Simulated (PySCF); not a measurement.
# O2 at M06-L

Computed with M06-L; PySCF, no relativity, basis sets O def2-TZVPPD.

```json
{
  "state": "triplet, unpaired electrons π ↑↑",
  "bond length": "1.205 Å",
  "harmonic wavenumber": "1648 cm⁻¹",
  "force constant": "12.8 mdyn/Å",
  "rotational constant Be": "1.452 cm⁻¹",
  "anharmonicity ωexe": "10.5 cm⁻¹",
  "vibration–rotation constant αe": "0.0139 cm⁻¹",
  "well depth De to O + O": "5.37 eV",
  "dissociation energy D0": "5.27 eV",
  "bond order (Mayer)": "1.34"
}
```

The state is the lowest determinant that a PBE0 search found; another state may lie lower at other levels.
